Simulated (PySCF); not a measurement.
## Gas-phase XPS of 1-pyrroline, computed

1-pyrroline, C4H7N.
Cartesian coordinates in Å at the PBE0-D3(BJ)/def2-SVP level; atoms count from 1:
```xyz
12
C4H7N angstrom
C     -0.7474    1.1458    0.2875
N      0.4541    1.4859    0.0606
C      1.2123    0.2979   -0.3105
C      0.3334   -0.9220    0.0263
C     -1.0724   -0.3170    0.1226
H     -1.5019    1.8987    0.5550
H      2.1829    0.2932    0.2101
H      1.4443    0.3656   -1.3888
H      0.4118   -1.7305   -0.7139
H      0.6288   -1.3415    1.0006
H     -1.6801   -0.7160    0.9498
H     -1.6657   -0.4600   -0.7992
```

Method used: delta-SCF UKS SCAN, pcX-2 on the ionised atom, pcseg-1 elsewhere, spin-free X2C (PySCF). These are vertical core ionisation energies against the vacuum level, from separate self-consistent calculations with and without the core hole.

Problem. Give the core binding energies atom by atom.

Solution. 
```
atom(s)                   environment  level  binding energy (eV)  above the level's lowest (eV)  count
     C1                  imine carbon   C 1s               291.48                          +0.68      1
     N2                imine nitrogen   N 1s               404.44                           0.00      1
     C3  sp3 carbon bound to nitrogen   C 1s               291.22                          +0.42      1
     C4               ring CH2 carbon   C 1s               290.80                           0.00      1
     C5               ring CH2 carbon   C 1s               290.95                          +0.15      1
```

The listed C 1s values span 0.68 eV, from C4 (bonded to 2 C and 2 H) to C1 (bonded to N (double bond), C and H). Summing the Pauling electronegativity differences to the bonded atoms, each weighted by its formal bond order, gives -0.70 for the lowest site and +0.63 for the highest; no listed site has a larger sum than the highest.

Problem. Which effective nuclear charge Zeff reproduces each element's mean 1s value in the hydrogen-like formula E = 13.606 eV × Zeff²?

Solution. C (Z = 6): mean 291.1 eV, Zeff = 4.63, Z − Zeff = 1.37; N (Z = 7): mean 404.4 eV, Zeff = 5.45, Z − Zeff = 1.55. Means run over the listed sites, weighted by atom count.

Isolated species at its PBE0-D3(BJ)/def2-SVP geometry (one conformer only).
